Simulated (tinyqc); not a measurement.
Worked calculation: coupled-perturbed Hartree-Fock on RHF in the sto-3g basis, for BH3, spin multiplicity 1. One step of it, computed by the program tinyqc.

Question. Response to a field: uncoupled start. Field along z; U_ai = -mu_ai / (e_a - e_i), alpha = -4 sum U_ai mu_ai.

orbital energies (hartree): MO1 -7.429335, MO2 -0.617447, MO3 -0.419967, MO4 -0.419951, MO5 0.243028, MO6 0.526071, MO7 0.628090, MO8 0.628134

dipole integrals <a|z|i> (bohr):
```
           i1         i2         i3        i4
a5   0.120373   0.813913  -0.000194  0.000000
a6  -0.008357  -0.011334  -0.000066  0.000000
a7   0.000000   0.000000   0.000000  0.048893
a8  -0.000011   0.000007   0.048894  0.000000
```

Give: uncoupled U; uncoupled polarisability.

Answer.

uncoupled U:
```
         i1       i2       i3       i4
a5  -0.0157  -0.9459   0.0003   0.0000
a6   0.0011   0.0099   0.0001   0.0000
a7   0.0000   0.0000   0.0000  -0.0467
a8   0.0000   0.0000  -0.0467   0.0000
```

uncoupled polarisability = 3.1058 bohr^3
